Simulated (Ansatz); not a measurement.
`Cc1cncs1` → `[CH2]` (triplet) + `c1cscn1` at 298.15 K and 1 bar (formal loss of a carbene).

Calculated with Ansatz (gas phase, PBE0-D4/def2-TZVP geometries, no zero-point term in ΔE). CCSD(T)/CBS is the MP2 limit (def2-TZVPP, def2-QZVPP) plus CCSD(T) − MP2 in def2-TZVPP, frozen cores. This one scheme is used for every species. Triplets are unrestricted, without spin–orbit coupling.

```tsv
species	CCSD(T)/CBS energy (Eh)	H − E (kJ/mol)	S (J/(mol·K))
`Cc1cncs1`	-607.68541	236.2	316.0
`[CH2]` (triplet)	-39.09499	55.4	195.3
`c1cscn1`	-568.42044	158.6	280.9
```

H − E and S are ideal-gas, rigid-rotor, harmonic terms from PBE0-D4/def2-TZVP, with the whole ground term of open shells counted as degenerate. 1 Eh = 2625.50 kJ/mol, R = 8.31446 J/(mol·K).

Task: By hand: ΔE, ΔH, ΔS and ΔG.

Result: ΔE = (-39.09499) + (-568.42044) − (-607.68541) = 0.16998 Eh = 446.3 kJ/mol. Δ(H − E) = 55.4 + 158.6 − 236.2 = -22.2, so ΔH = 424.1 kJ/mol. ΔS = 195.3 + 280.9 − 316.0 = 160.2 J/(mol·K). ΔG = 424.1 − 298.15 × (160.2)/1000 = 376.3 kJ/mol.

Task: By hand: the equilibrium constant, and the temperature at which ΔG would vanish if ΔH and ΔS stayed fixed.

Result: log₁₀ K = −ΔG/(RT ln 10) = -65.9. ΔG = 0 at ΔH/ΔS = 2647 K, far beyond where these terms or the molecules hold.

The number of gas molecules changes by +1, which sets the sign of ΔS. A doubt of 5 kJ/mol in ΔE shifts log₁₀ K by 0.9 here. A triplet takes part, so the spin changes. These are equilibria of isolated gas molecules and say nothing of rates. Largest T1 diagnostic: 0.015 (customary marks: 0.02 for closed shells, 0.045 for open ones).
